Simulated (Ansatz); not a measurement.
Relaxation of BH₄O (6 atoms, charge 0, multiplicity 2), to a largest force component of 0.03 eV/Å in at most 50 steps.

Computed with UKS PBE-D4/def2-SVP (Ansatz).

```xyz
6
Properties=species:S:1:pos:R:3
B -0.051 0.122 0.136
H 0.038 0.600 2.457
H 0.833 -0.677 -0.124
H -1.160 0.170 -0.355
O -0.314 -0.098 1.843
H 0.140 -0.919 2.129
```

Q: Where does it end, and by what steps?

A: The run converged. After 9 steps the energy has fallen by 0.122 eV; H2 moved furthest, 0.57 Å.

```
step  energy less start (eV)  largest force component (eV/Å)  accepted
   0                  0.0000                           0.793       yes
   1                 -0.0457                           0.425       yes
   2                 -0.0694                           0.284       yes
   3                 -0.0799                           0.179       yes
   4                 -0.0988                           0.244       yes
   5                 -0.0911                           0.446        no
   6                 -0.1122                           0.121       yes
   7                 -0.1137                           0.370       yes
   8                 -0.1211                           0.046       yes
   9                 -0.1217                           0.013       yes
```

```xyz
6
Properties=species:S:1:pos:R:3
B 0.054 0.025 0.240
H -0.489 0.527 2.242
H 0.571 -0.972 -0.229
H -0.944 0.562 -0.204
O -0.282 -0.335 1.827
H 0.576 -0.608 2.212
```

Whether the end is a true minimum wasn't checked by a vibrational analysis.

Run time: 15 s on 1 thread of Intel(R) Xeon(R) Platinum 8259CL CPU @ 2.50GHz (Skylake/Cascade Lake), with other jobs on the host, peak memory 0.13 GiB.
